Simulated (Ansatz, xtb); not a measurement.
## Relative energy of two isomers of C5H9N

Structure X is `C=C/C=C(\C)N`, a singlet and structure Y is `C=C(C)/C=C/N`, a singlet. Both are isolated molecules in the gas phase, relaxed with PBE-D3(BJ)/def2-SVP; the shapes shown needn't be the lowest conformers.

X (Å):

```xyz
15

C     1.6983   -2.1115    2.3529
C     0.9235   -1.0028    2.2319
C    -0.4649   -0.9917    1.8337
C    -1.2776    0.1076    1.6994
C    -0.8566    1.5235    1.9865
N    -2.5708    0.0011    1.2043
H     2.7507   -2.0447    2.6650
H     1.2983   -3.1168    2.1404
H     1.3898   -0.0269    2.4570
H    -0.9106   -1.9761    1.5999
H    -0.9223    2.1438    1.0675
H    -1.5316    1.9870    2.7394
H     0.1736    1.5862    2.3757
H    -3.2396    0.7079    1.5152
H    -2.9678   -0.9396    1.1693
```

Y (Å):

```yaml
atoms:
  - { symbol: C, position_ang: [-0.5420, 0.0518, 4.1986] }
  - { symbol: C, position_ang: [-0.2406, 0.0172, 2.8717] }
  - { symbol: C, position_ang: [1.0084, 0.6914, 2.3522] }
  - { symbol: C, position_ang: [-1.1065, -0.6697, 1.9212] }
  - { symbol: C, position_ang: [-0.8890, -0.7565, 0.5766] }
  - { symbol: N, position_ang: [-1.7381, -1.3295, -0.3495] }
  - { symbol: H, position_ang: [0.1094, 0.5660, 4.9213] }
  - { symbol: H, position_ang: [-1.4494, -0.4341, 4.5912] }
  - { symbol: H, position_ang: [1.6809, -0.0358, 1.8488] }
  - { symbol: H, position_ang: [1.5773, 1.1709, 3.1709] }
  - { symbol: H, position_ang: [0.7637, 1.4724, 1.6009] }
  - { symbol: H, position_ang: [-2.0114, -1.1472, 2.3383] }
  - { symbol: H, position_ang: [0.0066, -0.2935, 0.1298] }
  - { symbol: H, position_ang: [-1.3248, -1.6644, -1.2193] }
  - { symbol: H, position_ang: [-2.4786, -1.9346, 0.0104] }
```

Quicker runs give these differences E(Y) − E(X): GFN2-xTB +0.003 eV; HF/STO-3G +0.013 eV (at GFN2-xTB geometries); r2SCAN-D4/def2-SVP +0.030 eV (at GFN2-xTB geometries).

Problem. Estimate E(Y) − E(X) at the level CCSD(T)/def2-SVP + ΔMP2/def2-TZVPP.

Solution. CCSD(T)/def2-SVP + ΔMP2/def2-TZVPP gives E(Y) − E(X) = +0.014 eV, slightly favouring structure X, which is too small a margin to settle the true order.

Level by level:

```json
{"level": "GFN2-xTB", "geometry": "GFN2-xTB", "E(Y) − E(X) (eV)": "+0.003", "departure from the last row (eV)": "−0.010", "job, with rough time for the two": "optimisation, 0.11 s"}
{"level": "HF/STO-3G", "geometry": "GFN2-xTB", "E(Y) − E(X) (eV)": "+0.013", "departure from the last row (eV)": "−0.001", "job, with rough time for the two": "single point, 0.32 s"}
{"level": "r2SCAN-D4/def2-SVP", "geometry": "GFN2-xTB", "E(Y) − E(X) (eV)": "+0.030", "departure from the last row (eV)": "+0.017", "job, with rough time for the two": "single point, 2.4 s"}
{"level": "PBE-D3(BJ)/def2-SVP", "geometry": "PBE-D3(BJ)/def2-SVP", "E(Y) − E(X) (eV)": "+0.031", "departure from the last row (eV)": "+0.018", "job, with rough time for the two": "optimisation, 22 s"}
{"level": "HF/def2-SVP", "geometry": "PBE-D3(BJ)/def2-SVP", "E(Y) − E(X) (eV)": "+0.019", "departure from the last row (eV)": "+0.005", "job, with rough time for the two": "part of the CCSD(T) run"}
{"level": "MP2/def2-SVP", "geometry": "PBE-D3(BJ)/def2-SVP", "E(Y) − E(X) (eV)": "+0.014", "departure from the last row (eV)": "0.000", "job, with rough time for the two": "part of the CCSD(T) run"}
{"level": "CCSD(T)/def2-SVP", "geometry": "PBE-D3(BJ)/def2-SVP", "E(Y) − E(X) (eV)": "+0.015", "departure from the last row (eV)": "+0.001", "job, with rough time for the two": "single point"}
{"level": "CCSD(T)/def2-SVP + ΔMP2/def2-TZVPP", "geometry": "PBE-D3(BJ)/def2-SVP", "E(Y) − E(X) (eV)": "+0.014", "departure from the last row (eV)": "", "job, with rough time for the two": "single point, 36 s"}
```

As drawn, both hold the same kinds of bond in the same numbers.

The largest departure from CCSD(T)/def2-SVP + ΔMP2/def2-TZVPP is that of PBE-D3(BJ)/def2-SVP, 0.018 eV. The last row adds to CCSD(T) the change of the MP2 difference between the two basis sets, here −0.001 eV.

With thermal terms from frequencies at re-optimised GFN2-xTB minima (ideal gas, soft modes damped towards free rotors, one conformer each, 298.15 K, 1 atm): on the last row, ΔE + ΔZPE = +0.028, ΔH = +0.019, ΔG = +0.045 eV.

The correlated steps freeze 6 core orbitals. Run with Ansatz 0.2.0, xtb 6.7.1; the last row on 2 threads of Intel(R) Xeon(R) 6975P-C (Granite Rapids) on a shared host.
